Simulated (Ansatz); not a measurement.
Nudged elastic band run: FH₅OSi

Input:

```yaml
crystal:
  periodic: [false, false, false]
  atoms:
    - { symbol: Si, position_ang: [-0.144769, 0.152931, -0.034145] }
    - { symbol: O, position_ang: [-0.002088, -0.030479, 1.663857] }
    - { symbol: H, position_ang: [-0.842557, -0.021761, 2.155824] }
    - { symbol: H, position_ang: [1.249507, 0.315116, -0.540463] }
    - { symbol: H, position_ang: [-0.950441, 1.394552, -0.310208] }
    - { symbol: H, position_ang: [-0.837354, -1.019213, -0.66602] }
    - { symbol: F, position_ang: [1.354789, -2.15231, 1.236518] }
    - { symbol: H, position_ang: [0.913813, -1.424433, 1.671539] }
basis:
  gaussian: { orbitals: def2-SVP }
hamiltonian:
  xc: pbe
  dispersion: d4
neb:
  order_check: false
  images: 9
  f_tol: 0.05
  max_iterations: 60
  final_atoms:
    - { symbol: Si, position_ang: [0.34591074, -0.13027983, -0.37006624] }
    - { symbol: O, position_ang: [-0.53183186, -0.26214533, 2.37029471] }
    - { symbol: H, position_ang: [-1.07860694, -1.06909934, 2.32785066] }
    - { symbol: H, position_ang: [0.97634724, -0.17261236, -1.7356481] }
    - { symbol: H, position_ang: [0.25479766, 1.28979237, 0.08769306] }
    - { symbol: H, position_ang: [-0.98238453, -0.82044081, -0.44563733] }
    - { symbol: F, position_ang: [1.38287176, -0.98984434, 0.59671762] }
    - { symbol: H, position_ang: [0.37379594, -0.63096735, 2.34569762] }
  initial_path:
    images:
      - { positions_ang: [[-0.144769, 0.152931, -0.034145], [-0.002088, -0.030479, 1.663857], [-0.842557, -0.021761, 2.155824], [1.249507, 0.315116, -0.540463], [-0.950441, 1.394552, -0.310208], [-0.837354, -1.019213, -0.66602], [1.354789, -2.15231, 1.236518], [0.913813, -1.424433, 1.671539]] }
      - { positions_ang: [[-0.11750702, 0.1249697, -0.02561257], [0.00304274, -0.02976555, 1.73865953], [-0.8504247, -0.07953857, 2.20141288], [1.27170205, 0.25534771, -0.53224616], [-0.89991123, 1.35905857, -0.33680787], [-0.81181882, -1.04841552, -0.63081987], [1.27977837, -2.02203507, 1.10106292], [0.86603863, -1.34521829, 1.66125313]] }
      - { positions_ang: [[-0.09024504, 0.0970084, -0.01708013], [0.00817347, -0.02905209, 1.81346206], [-0.8582924, -0.13731613, 2.24700175], [1.2938971, 0.19557943, -0.52402932], [-0.84938147, 1.32356515, -0.36340773], [-0.78628365, -1.07761804, -0.59561973], [1.20476774, -1.89176014, 0.96560784], [0.81826425, -1.26600358, 1.65096725]] }
      - { positions_ang: [[-0.06298307, 0.0690471, -0.0085477], [0.01330421, -0.02833864, 1.88826459], [-0.8661601, -0.1950937, 2.29259063], [1.31609215, 0.13581114, -0.51581248], [-0.7988517, 1.28807172, -0.3900076], [-0.76074847, -1.10682056, -0.5604196], [1.12975711, -1.7614852, 0.83015276], [0.77048988, -1.18678887, 1.64068138]] }
      - { positions_ang: [[-0.03572109, 0.04108579, -1.526e-05], [0.01843494, -0.02762518, 1.96306713], [-0.8740278, -0.25287126, 2.33817951], [1.3382872, 0.07604286, -0.50759563], [-0.74832194, 1.2525783, -0.41660746], [-0.7352133, -1.13602308, -0.52521947], [1.05474648, -1.63121027, 0.69469769], [0.72271551, -1.10757416, 1.63039551]] }
      - { positions_ang: [[-0.00845911, 0.01312449, 0.00851717], [0.02356568, -0.02691173, 2.03786966], [-0.88189551, -0.31064883, 2.38376838], [1.36048225, 0.01627457, -0.49937879], [-0.69779217, 1.21708487, -0.44320733], [-0.70967812, -1.1652256, -0.49001933], [0.97973585, -1.50093534, 0.55924261], [0.67494114, -1.02835945, 1.62010963]] }
      - { positions_ang: [[0.06241486, -0.01555637, -0.06719951], [-0.08751383, -0.07395845, 2.10435467], [-0.92123779, -0.46233893, 2.37258484], [1.28365525, -0.02150282, -0.74663265], [-0.5072742, 1.23162637, -0.33702725], [-0.7642194, -1.09626864, -0.48114293], [1.06036303, -1.39871714, 0.56673761], [0.6147121, -0.94888103, 1.76522723]] }
      - { positions_ang: [[0.13328883, -0.04423723, -0.14291619], [-0.19859334, -0.12100517, 2.17083968], [-0.96058008, -0.61402903, 2.36140129], [1.20682825, -0.0592802, -0.99388651], [-0.31675624, 1.24616787, -0.23084717], [-0.81876069, -1.02731169, -0.47226653], [1.14099021, -1.29649894, 0.57423261], [0.55448306, -0.86940261, 1.91034483]] }
      - { positions_ang: [[0.2041628, -0.0729181, -0.21863287], [-0.30967285, -0.16805189, 2.23732469], [-0.99992237, -0.76571914, 2.35021775], [1.13000124, -0.09705759, -1.24114038], [-0.12623827, 1.26070937, -0.1246671], [-0.87330197, -0.95835473, -0.46339013], [1.22161739, -1.19428074, 0.58172762], [0.49425402, -0.78992419, 2.05546242]] }
      - { positions_ang: [[0.27503677, -0.10159896, -0.29434955], [-0.42075235, -0.21509861, 2.3038097], [-1.03926466, -0.91740924, 2.3390342], [1.05317424, -0.13483497, -1.48839424], [0.0642797, 1.27525087, -0.01848702], [-0.92784325, -0.88939777, -0.45451373], [1.30224458, -1.09206254, 0.58922262], [0.43402498, -0.71044577, 2.20058002]] }
      - { positions_ang: [[0.34591074, -0.13027983, -0.37006624], [-0.53183186, -0.26214533, 2.37029471], [-1.07860694, -1.06909934, 2.32785066], [0.97634724, -0.17261236, -1.7356481], [0.25479766, 1.28979237, 0.08769306], [-0.98238453, -0.82044081, -0.44563733], [1.38287176, -0.98984434, 0.59671762], [0.37379594, -0.63096735, 2.34569762]] }
```

Launched with:

```bash
$ ansatz run input.yaml --threads 1 --pin off --max-ram 2048MiB --backend cpu --events-out ev --progress --plain --runs-dir out
```

Output, in part (warnings, iteration lines, the closing report on the highest movable image, with atoms numbered from 0):

```
NEB end point (image 0): max|allowed force component| = 9.192e-3 eV/Å (the criterion of neb.relax_end_points is 1.000e-2)
NEB end point (image 10): max|allowed force component| = 2.571e-2 eV/Å (the criterion of neb.relax_end_points is 1.000e-2)
NEB iter   1: max|band force component| = 4.259e0 eV/Å  barrier→ = 1.8426 eV  barrier← = 2.1428 eV  Δτ_max = 0.2000 Å  (269 SCF iters)
NEB iter   2: max|band force component| = 1.470e0 eV/Å  barrier→ = 0.9555 eV  barrier← = 1.2557 eV  Δτ_max = 0.1954 Å  (263 SCF iters)
NEB iter   3: max|band force component| = 8.140e-1 eV/Å  barrier→ = 0.7566 eV  barrier← = 1.0568 eV  Δτ_max = 0.1928 Å  (240 SCF iters)
NEB iter   4: max|band force component| = 9.015e-1 eV/Å  barrier→ = 0.7527 eV  barrier← = 1.0528 eV  Δτ_max = 0.0550 Å  (237 SCF iters)
NEB iter   5: max|band force component| = 4.806e-1 eV/Å  barrier→ = 0.7420 eV  barrier← = 1.0422 eV  CI = image 4  Δτ_max = 0.1002 Å  (238 SCF iters)
NEB iter   6: max|band force component| = 3.319e-1 eV/Å  barrier→ = 0.7322 eV  barrier← = 1.0324 eV  CI = image 4  Δτ_max = 0.1007 Å  (233 SCF iters)
NEB iter   7: max|band force component| = 2.856e-1 eV/Å  barrier→ = 0.6937 eV  barrier← = 0.9939 eV  CI = image 4  Δτ_max = 0.1007 Å  (238 SCF iters)
NEB iter   8: max|band force component| = 2.694e-1 eV/Å  barrier→ = 0.6654 eV  barrier← = 0.9656 eV  CI = image 4  Δτ_max = 0.1006 Å  (237 SCF iters)
NEB iter   9: max|band force component| = 2.335e-1 eV/Å  barrier→ = 0.6455 eV  barrier← = 0.9457 eV  CI = image 4  Δτ_max = 0.1008 Å  (239 SCF iters)
NEB iter  10: max|band force component| = 2.095e-1 eV/Å  barrier→ = 0.6384 eV  barrier← = 0.9386 eV  CI = image 4  Δτ_max = 0.0992 Å  (238 SCF iters)
NEB iter  11: max|band force component| = 3.536e-1 eV/Å  barrier→ = 0.6360 eV  barrier← = 0.9362 eV  CI = image 4  Δτ_max = 0.0507 Å  (237 SCF iters)
NEB iter  12: max|band force component| = 2.122e-1 eV/Å  barrier→ = 0.6352 eV  barrier← = 0.9354 eV  CI = image 4  Δτ_max = 0.0987 Å  (241 SCF iters)
NEB iter  13: max|band force component| = 2.967e-1 eV/Å  barrier→ = 0.6346 eV  barrier← = 0.9348 eV  CI = image 4  Δτ_max = 0.0984 Å  (241 SCF iters)
NEB iter  14: max|band force component| = 3.169e-1 eV/Å  barrier→ = 0.6341 eV  barrier← = 0.9342 eV  CI = image 4  Δτ_max = 0.1929 Å  (240 SCF iters)
NEB iter  15: max|band force component| = 3.846e-1 eV/Å  barrier→ = 0.6338 eV  barrier← = 0.9340 eV  CI = image 4  Δτ_max = 0.1954 Å  (240 SCF iters)
NEB iter  16: max|band force component| = 3.813e-1 eV/Å  barrier→ = 0.6336 eV  barrier← = 0.9338 eV  CI = image 4  Δτ_max = 0.2000 Å  (235 SCF iters)
NEB iter  17: max|band force component| = 2.052e-1 eV/Å  barrier→ = 0.6335 eV  barrier← = 0.9337 eV  CI = image 4  Δτ_max = 0.1938 Å  (233 SCF iters)
NEB iter  18: max|band force component| = 5.217e-1 eV/Å  barrier→ = 0.6335 eV  barrier← = 0.9337 eV  CI = image 4  Δτ_max = 0.1014 Å  (227 SCF iters)
NEB iter  19: max|band force component| = 2.344e-1 eV/Å  barrier→ = 0.6335 eV  barrier← = 0.9337 eV  CI = image 4  Δτ_max = 0.1700 Å  (228 SCF iters)
NEB iter  20: max|band force component| = 1.747e-1 eV/Å  barrier→ = 0.6334 eV  barrier← = 0.9336 eV  CI = image 4  Δτ_max = 0.1176 Å  (218 SCF iters)
NEB iter  21: max|band force component| = 8.953e-2 eV/Å  barrier→ = 0.6334 eV  barrier← = 0.9336 eV  CI = image 4  Δτ_max = 0.0165 Å  (196 SCF iters)
NEB iter  22: max|band force component| = 7.011e-2 eV/Å  barrier→ = 0.6334 eV  barrier← = 0.9336 eV  CI = image 4  Δτ_max = 0.0094 Å  (199 SCF iters)
NEB iter  23: max|band force component| = 1.884e-2 eV/Å  barrier→ = 0.6334 eV  barrier← = 0.9336 eV  CI = image 4  Δτ_max = 0.0000 Å  (413 SCF iters)
Total energy: -12707.79715170 eV, -467.0029316707 hartree
Atom 0 at     0.085438    -0.170733    -0.020794 Å, force    -0.000151     0.000191     0.000352 eV/Å
Atom 1 at     0.078319    -0.056361     1.873080 Å, force     0.000780     0.000710    -0.000748 eV/Å
Atom 2 at    -0.797419     0.002951     2.300534 Å, force    -0.000148    -0.000809    -0.000009 eV/Å
Atom 3 at     1.361267     0.293066    -0.650531 Å, force    -0.000016     0.000004     0.000045 eV/Å
Atom 4 at    -0.802928     1.069419    -0.094997 Å, force     0.000017     0.000073    -0.000000 eV/Å
Atom 5 at    -0.763109    -1.169286    -0.758428 Å, force    -0.000023    -0.000012     0.000063 eV/Å
Atom 6 at     1.017930    -1.690591     0.762732 Å, force     0.000290    -0.000563    -0.000239 eV/Å
Atom 7 at     0.561402    -1.064062     1.765307 Å, force    -0.000749     0.000407     0.000537 eV/Å
Dipole moment:    -0.354440     0.089329     0.427379 e Å
```

The run converged. The profile has 2 maxima (images 4, 8) with wells between them (image 6): this band takes more than one step, which may be the mechanism or a detour left from its start path. A vibrational analysis at the climbing image gives one clearly imaginary mode, 491i cm⁻¹: a first-order saddle point. The orbitals stay closed-shell, which can raise the energy where a bond breaks towards radicals; this wasn't checked here.

Final band (atoms are numbered from 1 in the order of the input):

```json
{"image": "0", "path coordinate (Å)": "0.00", "energy (eV)": "0.00", "Si1–O2 (Å)": "1.71", "F7–H8 (Å)": "0.96", "Si1–F7 (Å)": "3.03"}
{"image": "1", "path coordinate (Å)": "0.31", "energy (eV)": "0.02", "Si1–O2 (Å)": "1.72", "F7–H8 (Å)": "0.96", "Si1–F7 (Å)": "2.77"}
{"image": "2", "path coordinate (Å)": "0.63", "energy (eV)": "0.16", "Si1–O2 (Å)": "1.75", "F7–H8 (Å)": "0.98", "Si1–F7 (Å)": "2.45"}
{"image": "3", "path coordinate (Å)": "0.94", "energy (eV)": "0.44", "Si1–O2 (Å)": "1.80", "F7–H8 (Å)": "1.06", "Si1–F7 (Å)": "2.17"}
{"image": "4", "path coordinate (Å)": "1.25", "energy (eV)": "0.63", "Si1–O2 (Å)": "1.90", "F7–H8 (Å)": "1.27", "Si1–F7 (Å)": "1.95"}
{"image": "5", "path coordinate (Å)": "2.25", "energy (eV)": "0.12", "Si1–O2 (Å)": "2.52", "F7–H8 (Å)": "1.73", "Si1–F7 (Å)": "1.69"}
{"image": "6", "path coordinate (Å)": "3.25", "energy (eV)": "-0.29", "Si1–O2 (Å)": "2.84", "F7–H8 (Å)": "1.99", "Si1–F7 (Å)": "1.66"}
{"image": "7", "path coordinate (Å)": "4.25", "energy (eV)": "-0.20", "Si1–O2 (Å)": "3.31", "F7–H8 (Å)": "2.01", "Si1–F7 (Å)": "1.65"}
{"image": "8", "path coordinate (Å)": "5.24", "energy (eV)": "-0.17", "Si1–O2 (Å)": "3.43", "F7–H8 (Å)": "2.00", "Si1–F7 (Å)": "1.66"}
{"image": "9", "path coordinate (Å)": "6.24", "energy (eV)": "-0.23", "Si1–O2 (Å)": "3.19", "F7–H8 (Å)": "1.99", "Si1–F7 (Å)": "1.66"}
{"image": "10", "path coordinate (Å)": "7.24", "energy (eV)": "-0.30", "Si1–O2 (Å)": "2.88", "F7–H8 (Å)": "2.05", "Si1–F7 (Å)": "1.66"}
```

Time of the run: 4.3 min on 1 thread of Arm Neoverse V2, on a shared host, peak memory 0.12 GiB.
